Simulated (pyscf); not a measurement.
Substitution at O: `[OH][B]([F])[F]` + `[H]` [doublet] -> `[OH2]` + `[F][B][F]` [doublet]

Gas phase, doublet surface, charge 0. Bonds broken: O1–B2. Bonds formed: O1–H6. Single points on ωB97X-D3(BJ)/def2-SVP structures (PySCF, gas phase). MP2 and CC: frozen core, UHF for open shells. ΔMP2 is the change of the MP2 total energy from the triple- to the quadruple-zeta basis.

Transition state (Å):

```xyz
6

O     -0.0833     0.2393     0.8827
B      0.5118     0.2642    -0.4588
F      1.6305     0.9882    -0.5150
F      0.4446    -0.8822    -1.1559
H     -0.9250    -0.2530     0.8641
H      0.5065    -0.2424     1.7787
```

One imaginary mode, 2095i cm⁻¹; descent along it reached the two sides named, in the forms told below.

| bond | change | reactant side (Å) | saddle | product side |
|---|---|---|---|---|
| O1–B2 | breaks | 1.348 | 1.468 | 1.801 |
| O1–H6 | forms | 3.4 | 1.176 | 0.971 |

Electronic energies relative to the separated reactants (kcal/mol):

| level | barrier | reaction energy | reverse barrier |
|---|---|---|---|
| ωB97X-D3(BJ)/def2-TZVP | 39.1 | +32.5 | 6.6 |
| PBE/def2-TZVP | 24.7 | +29.4 | -4.8 |
| r²SCAN/def2-TZVP | 27.1 | +29.7 | -2.6 |
| B3LYP-D3(BJ)/def2-TZVP | 29.5 | +29.4 | 0.0 |
| PBE0-D3(BJ)/def2-TZVP | 31.2 | +31.6 | -0.4 |
| M06-2X/def2-TZVP | 35.6 | +32.6 | 3.0 |
| ωB97M-D3(BJ)/def2-TZVP | 36.3 | +33.1 | 3.3 |
| HF/def2-TZVP | 59.2 | +34.5 | 24.7 |
| MP2/def2-QZVPP | 41.0 | +32.1 | 8.9 |
| CCSD/def2-TZVPP | 40.2 | +30.0 | 10.3 |
| CCSD(T)/def2-TZVPP | 38.4 | +30.3 | 8.0 |
| CCSD(T)/def2-TZVPP + ΔMP2(QZVPP) | 37.6 | +29.7 | 8.0 |

With CCSD(T)/def2-TZVPP + ΔMP2(QZVPP) energies and thermal terms (ideal gas, 1 atm, RRHO with modes under 100 cm⁻¹ raised to 100, one conformer, R ln 2 for chiral ones without a mode under 150 cm⁻¹), in kcal/mol:

```tsv
T (K)	ΔH‡	ΔG‡	ΔH	ΔG
298	37.8	44.4	+32.5	+29.0
600	37.1	51.4	+31.6	+25.8
900	36.7	58.6	+30.4	+23.2
1200	36.4	66.0	+29.1	+21.0
```

On the product side the descent ends in an adduct with a B–O contact, 7.7 kcal/mol under the separated species and 14.3 kcal/mol under the saddle at ωB97X-D3(BJ)/def2-TZVP. At PBE, r²SCAN, PBE0-D3(BJ) the saddle lies under the separated products, which points to a path from their complex (located at ωB97X-D3(BJ) alone), and parting the products costs more than the saddle. What is counted as broken (B–O) persists as a longer contact in the product adduct; parting that adduct is a step of its own. The same reactants have a lower exit, to •O–B(F)–F + H₂ (barrier +21.2 kcal/mol at ωB97M-D3(BJ), against +36.3 kcal/mol here). This is the saddle that the search found; another between the same sides may lie lower. The angle at the attacked O is 120°. The CCSD(T) − MP2 part came from Ansatz, without density fitting, on the same reference.
